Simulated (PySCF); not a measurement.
## CH3: fields on a plane

All numbers come from UPBE in PySCF with C def2-TZVP, H def2-TZVP; no relativity; density-fitted integrals.

The doublet minimum has C–H 1.087 Å (×3); H–C–H 120.0° (×3).

The plane holds C1 at (0.00, 0.00), H2 at (1.09, 0.00), H3 at (-0.54, 0.94), H4 at (-0.54, -0.94) Å. Columns run from x = -2.55 to 3.45 Å, rows from y = 3.15 (top) to -2.85 Å, in steps of 0.3 Å. Other isomers or separated fragments may lie lower.

Q: Give the electron localisation function (set to 0 where the density is under 0.005 e/Å³). Lower edges of the bins: '0' 0.000, '1' 0.100, '2' 0.200, '3' 0.300, '4' 0.400, '5' 0.500, '6' 0.600, '7' 0.700, '8' 0.800, '9' 0.900; top 1.00.

A: 
```
000000000000000000000
000000000000000000000
000000000000000000000
000004664000000000000
000079998410000000000
000699999720000000000
000899999831011000000
002799999843455300000
001589999756899840000
000258997479999970000
000025644469999980000
000025644469999980000
000258997479999970000
001589999756899840000
002799999843455300000
000899999831011000000
000699999720000000000
000079998410000000000
000004664000000000000
000000000000000000000
000000000000000000000
```

Q: Give the spin density (e/Å³) (cut at ±0.5 e/Å³). Lower edges of the bins (e/Å³): '_' -0.0559, '.' -0.0469, ':' -0.0380, '-' -0.0290, '=' -0.0201, '+' -0.0111, '*' -0.0021, '#' 0.0068, '%' 0.0158, '@' 0.0247; top 0.03, each point printed twice.

A: 
```
******************************************
******************************************
******************************************
******************************************
******************************************
**********++++++++************************
********++++====++++**********************
********++==::__--++++********************
********++++::__==++++++++++**************
**********++==++##%%**======++************
**********++**%%@@@@##--__--++++**********
**********++**%%@@@@##--__--++++**********
**********++==++##%%**======++************
********++++::__==++++++++++**************
********++==::__--++++********************
********++++====++++**********************
**********++++++++************************
******************************************
******************************************
******************************************
******************************************
```
